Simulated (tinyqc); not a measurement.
Inside a calculation (part 1 of 2). Method: coupled-perturbed Hartree-Fock on RHF in the sto-3g basis, for H3O+, spin multiplicity 1. Computed by tinyqc, a small Python program that keeps every step (integrals from PySCF). Settings: charge = 1, multiplicity = 1, basis = sto-3g, method = RHF, energy threshold = 1e-10, iteration cap = 84, orthogonalisation = symmetric, start = atomic densities, DIIS depth = 6. Command: `OMP_NUM_THREADS=1 python tinyqc.py 27722 27723 out.jsonl` (the two numbers bound the seeds that draw the settings). One thread of a shared host (Intel(R) Xeon(R) Processor @ 2.60GHz), about 0.2 s of CPU time with the checks. The early iterations of the SCF are left out here.

## One-electron integrals

Geometry (angstrom):
```
atom          x          y         z
O      0.000000   0.000000  0.050000
H      1.042000   0.000000  0.000000
H     -0.521000   0.903000  0.000000
H     -0.521000  -0.903000  0.000000
```

Basis sto-3g: exponents (1/bohr^2) and contraction coefficients of normalised primitives:
```
element  l (shell)    exponent  coefficient
O            s (1)  130.709320     0.154329
O            s (1)   23.808861     0.535328
O            s (1)    6.443608     0.444635
O            s (2)    5.033151    -0.099967
O            s (2)    1.169596     0.399513
O            s (2)    0.380389     0.700115
O            p (3)    5.033151     0.155916
O            p (3)    1.169596     0.607684
O            p (3)    0.380389     0.391957
H            s (1)    3.425251     0.154329
H            s (1)    0.623914     0.535328
H            s (1)    0.168855     0.444635
```

Overlap, kinetic and nuclear-attraction integrals over the contracted functions; the nuclear repulsion is the sum of Za Zb / Rab.

nuclear repulsion = 13.04961304 hartree

overlap S, lower triangle:
```
           1O 1s     1O 2s     1O 2px     1O 2py     1O 2pz     2H 1s     3H 1s     4H 1s
1O 1s   1.000000
1O 2s   0.236704  1.000000
1O 2px  0.000000  0.000000   1.000000
1O 2py  0.000000  0.000000   0.000000   1.000000
1O 2pz  0.000000  0.000000   0.000000   0.000000   1.000000
2H 1s   0.043977  0.420144   0.361804   0.000000  -0.017361  1.000000
3H 1s   0.043922  0.419825  -0.180714   0.313215  -0.017343  0.162795  1.000000
4H 1s   0.043922  0.419825  -0.180714  -0.313215  -0.017343  0.162795  0.162567  1.000000
```

kinetic energy T (hartree), lower triangle:
```
            1O 1s     1O 2s     1O 2px     1O 2py     1O 2pz      2H 1s      3H 1s     4H 1s
1O 1s   29.003200
1O 2s   -0.168011  0.808128
1O 2px   0.000000  0.000000   2.528731
1O 2py   0.000000  0.000000   0.000000   2.528731
1O 2pz   0.000000  0.000000   0.000000   0.000000   2.528731
2H 1s   -0.006987  0.091190   0.222212   0.000000  -0.010663   0.760032
3H 1s   -0.007005  0.090986  -0.110878   0.192174  -0.010641  -0.006319   0.760032
4H 1s   -0.007005  0.090986  -0.110878  -0.192174  -0.010641  -0.006319  -0.006345  0.760032
```

nuclear attraction V (hartree), lower triangle:
```
             1O 1s       1O 2s      1O 2px      1O 2py      1O 2pz      2H 1s      3H 1s      4H 1s
1O 1s   -62.139741
1O 2s    -7.543174  -10.561668
1O 2px   -0.000020   -0.000216  -10.538755
1O 2py    0.000000    0.000000    0.000000  -10.538735
1O 2pz    0.001877    0.022670    0.000011    0.000000  -10.386333
2H 1s    -1.436638   -3.467782   -2.651780    0.000000    0.133042  -5.765218
3H 1s    -1.434830   -3.464565    1.324163   -2.295154    0.132878  -1.070844  -5.763317
4H 1s    -1.434830   -3.464565    1.324163    2.295154    0.132878  -1.070844  -1.069307  -5.763317
```

core Hamiltonian H = T + V (hartree), lower triangle:
```
             1O 1s      1O 2s     1O 2px     1O 2py     1O 2pz      2H 1s      3H 1s      4H 1s
1O 1s   -33.136541
1O 2s    -7.711185  -9.753540
1O 2px   -0.000020  -0.000216  -8.010024
1O 2py    0.000000   0.000000   0.000000  -8.010004
1O 2pz    0.001877   0.022670   0.000011   0.000000  -7.857602
2H 1s    -1.443625  -3.376592  -2.429568   0.000000   0.122379  -5.005186
3H 1s    -1.441835  -3.373579   1.213286  -2.102980   0.122237  -1.077163  -5.003285
4H 1s    -1.441835  -3.373579   1.213286   2.102980   0.122237  -1.077163  -1.075652  -5.003285
```

## Two-electron integrals

Functions are numbered as in S; the eight-fold symmetry (ij|kl) = (ji|kl) = (kl|ij) leaves the list below.

Two-electron integrals (ij|kl) in chemists' order, unique and non-zero (hartree):
```
(11|11) 4.785065    (21|11) 0.741380    (21|21) 0.136873    (22|11) 1.118947
(22|21) 0.256633    (22|22) 0.817206    (31|31) 0.024477    (32|31) 0.037809
(32|32) 0.180518    (33|11) 1.115814    (33|21) 0.256684    (33|22) 0.817023
(33|33) 0.880159    (41|41) 0.024477    (42|41) 0.037809    (42|42) 0.180518
(43|43) 0.047444    (44|11) 1.115814    (44|21) 0.256684    (44|22) 0.817023
(44|33) 0.785270    (44|44) 0.880159    (51|51) 0.024477    (52|51) 0.037809
(52|52) 0.180518    (53|53) 0.047444    (54|54) 0.047444    (55|11) 1.115814
(55|21) 0.256684    (55|22) 0.817023    (55|33) 0.785270    (55|44) 0.785270
(55|55) 0.880159    (61|11) 0.139630    (61|21) 0.025568    (61|22) 0.047656
(61|31) 0.001179    (61|32) 0.002210    (61|33) 0.047848    (61|44) 0.047563
(61|51) -0.000057   (61|52) -0.000106   (61|53) -0.000014   (61|55) 0.047564
(61|61) 0.004838    (62|11) 0.347106    (62|21) 0.080640    (62|22) 0.285199
(62|31) 0.006056    (62|32) 0.046682    (62|33) 0.294702    (62|44) 0.280294
(62|51) -0.000291   (62|52) -0.002240   (62|53) -0.000691   (62|55) 0.280327
(62|61) 0.015367    (62|62) 0.124274    (63|11) 0.252851    (63|21) 0.059491
(63|22) 0.224642    (63|31) 0.012255    (63|32) 0.083642    (63|33) 0.244648
(63|44) 0.214499    (63|51) -0.000188   (63|52) -0.001666   (63|53) -0.000984
(63|55) 0.214524    (63|61) 0.011827    (63|62) 0.118913    (63|63) 0.129969
(64|41) 0.008347    (64|42) 0.048921    (64|43) 0.009644    (64|54) -0.000463
(64|64) 0.017505    (65|11) -0.012133   (65|21) -0.002855   (65|22) -0.010779
(65|31) -0.000188   (65|32) -0.001666   (65|33) -0.010814   (65|44) -0.010293
(65|51) 0.008356    (65|52) 0.049001    (65|53) 0.009669    (65|55) -0.011219
(65|61) -0.000568   (65|62) -0.005706   (65|63) -0.005397   (65|65) 0.017764
(66|11) 0.493617    (66|21) 0.116538    (66|22) 0.473324    (66|31) 0.011123
(66|32) 0.118936    (66|33) 0.510579    (66|44) 0.454335    (66|51) -0.000534
(66|52) -0.005707   (66|53) -0.002699   (66|55) 0.454464    (66|61) 0.022395
(66|62) 0.262127    (66|63) 0.286258    (66|65) -0.013736   (66|66) 0.774606
(71|11) 0.139454    (71|21) 0.025536    (71|22) 0.047597    (71|31) -0.000588
(71|32) -0.001103   (71|33) 0.047575    (71|41) 0.001020    (71|42) 0.001912
(71|43) -0.000123   (71|44) 0.047717    (71|51) -0.000056   (71|52) -0.000106
(71|53) 0.000007    (71|54) -0.000012   (71|55) 0.047505    (71|61) 0.004743
(71|62) 0.014772    (71|63) 0.010662    (71|64) 0.000415    (71|65) -0.000546
(71|66) 0.021270    (71|71) 0.004826    (72|11) 0.346784    (72|21) 0.080566
(72|22) 0.284950    (72|31) -0.003024   (72|32) -0.023312   (72|33) 0.283643
(72|41) 0.005240    (72|42) 0.040404    (72|43) -0.006233   (72|44) 0.290850
(72|51) -0.000290   (72|52) -0.002237   (72|53) 0.000345    (72|54) -0.000598
(72|55) 0.280080    (72|61) 0.014776    (72|62) 0.096720    (72|63) 0.070822
(72|64) 0.010877    (72|65) -0.004302   (72|66) 0.163078    (72|71) 0.015334
(72|72) 0.124073    (73|11) -0.126269   (73|21) -0.029709   (73|22) -0.112187
(73|31) 0.009313    (73|32) 0.057539    (73|33) -0.118108   (73|41) -0.001690
(73|42) -0.015020   (73|43) 0.010694    (73|44) -0.111192   (73|51) 0.000094
(73|52) 0.000832    (73|53) -0.000592   (73|54) 0.000225    (73|55) -0.107135
(73|61) -0.004972   (73|62) -0.025982   (73|63) -0.006526   (73|64) -0.002268
(73|65) 0.001127    (73|66) -0.033025   (73|71) -0.005899   (73|72) -0.059341
(73|73) 0.045527    (74|11) 0.218850    (74|21) 0.051491    (74|22) 0.194443
(74|31) -0.001690   (74|32) -0.015020   (74|33) 0.188013    (74|41) 0.011268
(74|42) 0.074906    (74|43) -0.008885   (74|44) 0.209411    (74|51) -0.000162
(74|52) -0.001441   (74|53) 0.000225    (74|54) -0.000853   (74|55) 0.185687
(74|61) 0.009448    (74|62) 0.066792    (74|63) 0.048509    (74|64) 0.020156
(74|65) -0.002919   (74|66) 0.114071    (74|71) 0.010224    (74|72) 0.102851
(74|73) -0.048621   (74|74) 0.101744    (75|11) -0.012118   (75|21) -0.002851
(75|22) -0.010767   (75|31) 0.000094    (75|32) 0.000832    (75|33) -0.010410
(75|41) -0.000162   (75|42) -0.001441   (75|43) 0.000225    (75|44) -0.010671
(75|51) 0.008347    (75|52) 0.048953    (75|53) -0.004828   (75|54) 0.008368
(75|55) -0.011206   (75|61) -0.000546   (75|62) -0.004301   (75|63) -0.003090
(75|64) -0.000482   (75|65) 0.013225    (75|66) -0.007890   (75|71) -0.000566
(75|72) -0.005695   (75|73) 0.002692    (75|74) -0.004666   (75|75) 0.017732
(76|11) 0.102969    (76|21) 0.024101    (76|22) 0.091403    (76|31) 0.000737
(76|32) 0.006584    (76|33) 0.092040    (76|41) 0.001276    (76|42) 0.011406
(76|43) 0.000363    (76|44) 0.092461    (76|51) -0.000141   (76|52) -0.001263
(76|53) -0.000148   (76|54) -0.000256   (76|55) 0.089611    (76|61) 0.004524
(76|62) 0.038003    (76|63) 0.033984    (76|64) 0.004014    (76|65) -0.001964
(76|66) 0.080271    (76|71) 0.004519    (76|72) 0.037976    (76|73) -0.013502
(76|74) 0.031426    (76|75) -0.001962   (76|76) 0.014136    (77|11) 0.493399
(77|21) 0.116488    (77|22) 0.473149    (77|31) -0.005555   (77|32) -0.059409
(77|33) 0.468209    (77|41) 0.009627    (77|42) 0.102968    (77|43) -0.024334
(77|44) 0.496345    (77|51) -0.000533   (77|52) -0.005701   (77|53) 0.001347
(77|54) -0.002335   (77|55) 0.454299    (77|61) 0.021287    (77|62) 0.163164
(77|63) 0.115345    (77|64) 0.028417    (77|65) -0.007895   (77|66) 0.291141
(77|71) 0.022357    (77|72) 0.261874    (77|73) -0.142945   (77|74) 0.247753
(77|75) -0.013718   (77|76) 0.080271    (77|77) 0.774606    (81|11) 0.139454
(81|21) 0.025536    (81|22) 0.047597    (81|31) -0.000588   (81|32) -0.001103
(81|33) 0.047575    (81|41) -0.001020   (81|42) -0.001912   (81|43) 0.000123
(81|44) 0.047717    (81|51) -0.000056   (81|52) -0.000106   (81|53) 0.000007
(81|54) 0.000012    (81|55) 0.047505    (81|61) 0.004743    (81|62) 0.014772
(81|63) 0.010662    (81|64) -0.000415   (81|65) -0.000546   (81|66) 0.021270
(81|71) 0.004737    (81|72) 0.014758    (81|73) -0.005683   (81|74) 0.009021
(81|75) -0.000545   (81|76) 0.004382    (81|77) 0.021260    (81|81) 0.004826
(82|11) 0.346784    (82|21) 0.080566    (82|22) 0.284950    (82|31) -0.003024
(82|32) -0.023312   (82|33) 0.283643    (82|41) -0.005240   (82|42) -0.040404
(82|43) 0.006233    (82|44) 0.290850    (82|51) -0.000290   (82|52) -0.002237
(82|53) 0.000345    (82|54) 0.000598    (82|55) 0.280080    (82|61) 0.014776
(82|62) 0.096720    (82|63) 0.070822    (82|64) -0.010877   (82|65) -0.004302
(82|66) 0.163078    (82|71) 0.014758    (82|72) 0.096628    (82|73) -0.044769
(82|74) 0.055864    (82|75) -0.004296   (82|76) 0.030409    (82|77) 0.163002
(82|81) 0.015334    (82|82) 0.124073    (83|11) -0.126269   (83|21) -0.029709
(83|22) -0.112187   (83|31) 0.009313    (83|32) 0.057539    (83|33) -0.118108
(83|41) 0.001690    (83|42) 0.015020    (83|43) -0.010694   (83|44) -0.111192
(83|51) 0.000094    (83|52) 0.000832    (83|53) -0.000592   (83|54) -0.000225
(83|55) -0.107135   (83|61) -0.004972   (83|62) -0.025982   (83|63) -0.006526
(83|64) 0.002268    (83|65) 0.001127    (83|66) -0.033025   (83|71) -0.005683
(83|72) -0.044769   (83|73) 0.033447    (83|74) -0.025357   (83|75) 0.001960
(83|76) -0.010573   (83|77) -0.082162   (83|81) -0.005899   (83|82) -0.059341
(83|83) 0.045527    (84|11) -0.218850   (84|21) -0.051491   (84|22) -0.194443
(84|31) 0.001690    (84|32) 0.015020    (84|33) -0.188013   (84|41) 0.011268
(84|42) 0.074906    (84|43) -0.008885   (84|44) -0.209411   (84|51) 0.000162
(84|52) 0.001441    (84|53) -0.000225   (84|54) -0.000853   (84|55) -0.185687
(84|61) -0.009448   (84|62) -0.066792   (84|63) -0.048509   (84|64) 0.020156
(84|65) 0.002919    (84|66) -0.114071   (84|71) -0.009021   (84|72) -0.055864
(84|73) 0.025357    (84|74) -0.019887   (84|75) 0.002434    (84|76) -0.018327
(84|77) -0.085639   (84|81) -0.010224   (84|82) -0.102851   (84|83) 0.048621
(84|84) 0.101744    (85|11) -0.012118   (85|21) -0.002851   (85|22) -0.010767
(85|31) 0.000094    (85|32) 0.000832    (85|33) -0.010410   (85|41) 0.000162
(85|42) 0.001441    (85|43) -0.000225   (85|44) -0.010671   (85|51) 0.008347
(85|52) 0.048953    (85|53) -0.004828   (85|54) -0.008368   (85|55) -0.011206
(85|61) -0.000546   (85|62) -0.004301   (85|63) -0.003090   (85|64) 0.000482
(85|65) 0.013225    (85|66) -0.007890   (85|71) -0.000545   (85|72) -0.004296
(85|73) 0.001960    (85|74) -0.002434   (85|75) 0.013211    (85|76) -0.001518
(85|77) -0.007885   (85|81) -0.000566   (85|82) -0.005695   (85|83) 0.002692
(85|84) 0.004666    (85|85) 0.017732    (86|11) 0.102969    (86|21) 0.024101
(86|22) 0.091403    (86|31) 0.000737    (86|32) 0.006584    (86|33) 0.092040
(86|41) -0.001276   (86|42) -0.011406   (86|43) -0.000363   (86|44) 0.092461
(86|51) -0.000141   (86|52) -0.001263   (86|53) -0.000148   (86|54) 0.000256
(86|55) 0.089611    (86|61) 0.004524    (86|62) 0.038003    (86|63) 0.033984
(86|64) -0.004014   (86|65) -0.001964   (86|66) 0.080271    (86|71) 0.004382
(86|72) 0.030409    (86|73) -0.010573   (86|74) 0.018327    (86|75) -0.001518
(86|76) 0.011465    (86|77) 0.052230    (86|81) 0.004519    (86|82) 0.037976
(86|83) -0.013502   (86|84) -0.031426   (86|85) -0.001962   (86|86) 0.014136
(87|11) 0.102824    (87|21) 0.024067    (87|22) 0.091275    (87|31) -0.001470
(87|32) -0.013143   (87|33) 0.092536    (87|44) 0.091704    (87|51) -0.000141
(87|52) -0.001261   (87|53) 0.000295    (87|55) 0.089486    (87|61) 0.004381
(87|62) 0.030395    (87|63) 0.021144    (87|65) -0.001518   (87|66) 0.052176
(87|71) 0.004512    (87|72) 0.037918    (87|73) -0.020415   (87|74) 0.027374
(87|75) -0.001959   (87|76) 0.011451    (87|77) 0.080140    (87|81) 0.004512
(87|82) 0.037918    (87|83) -0.020415   (87|84) -0.027374   (87|85) -0.001959
(87|86) 0.011451    (87|87) 0.014094    (88|11) 0.493399    (88|21) 0.116488
(88|22) 0.473149    (88|31) -0.005555   (88|32) -0.059409   (88|33) 0.468209
(88|41) -0.009627   (88|42) -0.102968   (88|43) 0.024334    (88|44) 0.496345
(88|51) -0.000533   (88|52) -0.005701   (88|53) 0.001347    (88|54) 0.002335
(88|55) 0.454299    (88|61) 0.021287    (88|62) 0.163164    (88|63) 0.115345
(88|64) -0.028417   (88|65) -0.007895   (88|66) 0.291141    (88|71) 0.021260
(88|72) 0.163002    (88|73) -0.082162   (88|74) 0.085639    (88|75) -0.007885
(88|76) 0.052230    (88|77) 0.291002    (88|81) 0.022357    (88|82) 0.261874
(88|83) -0.142945   (88|84) -0.247753   (88|85) -0.013718   (88|86) 0.080271
(88|87) 0.080140    (88|88) 0.774606
```

## Orthogonalisation

S = U s U^T; symmetric (Loewdin) form X = U s^(-1/2) U^T, so that X^T S X = 1.

eigenvalues of S: 0.384814  0.468177  0.468367  0.981669  1.004701  1.368952  1.369066  1.954254

X, lower triangle:
```
            1O 1s      1O 2s     1O 2px     1O 2py    1O 2pz      2H 1s      3H 1s     4H 1s
1O 1s    1.024695
1O 2s   -0.146350   1.259667
1O 2px  -0.000012   0.000157   1.103228
1O 2py   0.000000   0.000000   0.000000   1.103182
1O 2pz   0.000952  -0.009608  -0.000007   0.000000  1.000388
2H 1s    0.019270  -0.238038  -0.243735   0.000000  0.009657   1.158575
3H 1s    0.019258  -0.237743   0.121730  -0.210923  0.009642  -0.054436   1.158299
4H 1s    0.019258  -0.237743   0.121730   0.210923  0.009642  -0.054436  -0.054358  1.158299
```

## Starting guess

The start is atomic minimal-basis densities projected into this basis (PySCF's MINAO start) and scaled to the electron count of each spin; this density is not idempotent, so its energy is not variational and may lie below the converged one.

D at the start, lower triangle:
```
            1O 1s      1O 2s     1O 2px     1O 2py     1O 2pz     2H 1s     3H 1s     4H 1s
1O 1s    1.944234
1O 2s   -0.437118   1.868088
1O 2px   0.000014  -0.000080   1.041460
1O 2py   0.000000   0.000000   0.000000   1.041439
1O 2pz  -0.001673   0.008630   0.000007   0.000000   1.186961
2H 1s   -0.013671   0.038423   0.128420   0.000000  -0.003963  0.903619
3H 1s   -0.013667   0.038453  -0.064213   0.111237  -0.003962  0.042582  0.903602
4H 1s   -0.013667   0.038453  -0.064213  -0.111237  -0.003962  0.042582  0.042519  0.903602
```

## Iteration 8 (converged): orbitals

converged F (hartree), lower triangle:
```
             1O 1s      1O 2s     1O 2px     1O 2py     1O 2pz      2H 1s      3H 1s      4H 1s
1O 1s   -20.794850
1O 2s    -5.294691  -2.918907
1O 2px   -0.000016  -0.000176  -0.837969
1O 2py    0.000000   0.000000   0.000000  -0.837898
1O 2pz    0.003385   0.014954   0.000010   0.000000  -0.861530
2H 1s    -0.998593  -1.068810  -0.613750   0.000000   0.036187  -0.777746
3H 1s    -0.997362  -1.067902   0.306551  -0.531343   0.036157  -0.305197  -0.777124
4H 1s    -0.997362  -1.067902   0.306551   0.531343   0.036157  -0.305197  -0.304757  -0.777124
```

Diagonalise F' = X^T F X, C = X C', fill 5 alpha and 5 beta electrons from the bottom; D = 2 C_occ C_occ^T. Each column has its largest component positive (the first on a tie).

F' = X^T F X (hartree), lower triangle:
```
            1          2          3          4          5          6          7          8
1  -20.410728
2   -2.723375  -1.648384
3   -0.000024   0.000095  -0.567204
4    0.000000   0.000000   0.000000  -0.567216
5    0.005724  -0.006577  -0.000006   0.000000  -0.860425
6   -0.130376  -0.460497  -0.510993   0.000000   0.023842  -0.290473
7   -0.130049  -0.460057   0.255279  -0.442310   0.023818  -0.065101  -0.290579
8   -0.130049  -0.460057   0.255279   0.442310   0.023818  -0.065101  -0.065014  -0.290579
```

orbital energies (hartree): MO1 -20.803563, MO2 -1.705784, MO3 -1.044874, MO4 -1.044818, MO5 -0.861900, MO6 0.031022, MO7 0.252037, MO8 0.252292

coefficients C:
```
              MO1        MO2        MO3        MO4        MO5        MO6        MO7        MO8
1O 1s    0.994111  -0.241265   0.000074   0.000000  -0.010025  -0.161141   0.000000   0.000245
1O 2s    0.026487   0.884208  -0.000385   0.000000   0.049479   0.996494   0.000000  -0.001721
1O 2px   0.000004   0.000175   0.695803   0.000000   0.000037  -0.000943   0.000000  -0.906649
1O 2py   0.000000   0.000000   0.000000   0.695801   0.000000   0.000000   0.906559   0.000000
1O 2pz  -0.000413  -0.017064  -0.000032   0.000000   0.998427  -0.063261   0.000000   0.000104
2H 1s   -0.004588   0.101530   0.407321   0.000000  -0.016886  -0.642001   0.000000   0.935984
3H 1s   -0.004583   0.101410  -0.203669   0.352724  -0.016911  -0.643713  -0.809532  -0.466552
4H 1s   -0.004583   0.101410  -0.203669  -0.352724  -0.016911  -0.643713   0.809532  -0.466552
```

D after iteration 8, lower triangle:
```
            1O 1s      1O 2s     1O 2px     1O 2py     1O 2pz      2H 1s      3H 1s     4H 1s
1O 1s    2.093133
1O 2s   -0.374987   1.569948
1O 2px   0.000027  -0.000222   0.968282
1O 2py   0.000000   0.000000   0.000000   0.968277
1O 2pz  -0.012604   0.068603   0.000023   0.000000   1.994295
2H 1s   -0.057715   0.177319   0.566864   0.000000  -0.037206   0.353050
3H 1s   -0.057737   0.177577  -0.283393   0.490851  -0.037214  -0.144712   0.352973
4H 1s   -0.057737   0.177577  -0.283393  -0.490851  -0.037214  -0.144712  -0.144684  0.352973
```

## Convergence

Stop when the energy changes by less than 1e-10 hartree and every element of the error matrix X^T (F D S - S D F) X is below 3e-06.

Course of the cycle:
```
iteration   E (hartree)     change  largest element of the error matrix
1          -71.29205833          -                             1.06e+00
2          -75.19886601  -3.91e+00                             3.12e-01
3          -75.31653071  -1.18e-01                             2.74e-02
4          -75.31745681  -9.26e-04                             4.80e-03
5          -75.31748798  -3.12e-05                             9.52e-05
6          -75.31748801  -3.74e-08                             2.48e-05
7          -75.31748802  -2.61e-09                             2.94e-06
8          -75.31748802  -1.46e-11                             3.54e-09
```

PySCF RHF in the same basis = -75.31748802 hartree

Converged in 8 iterations.
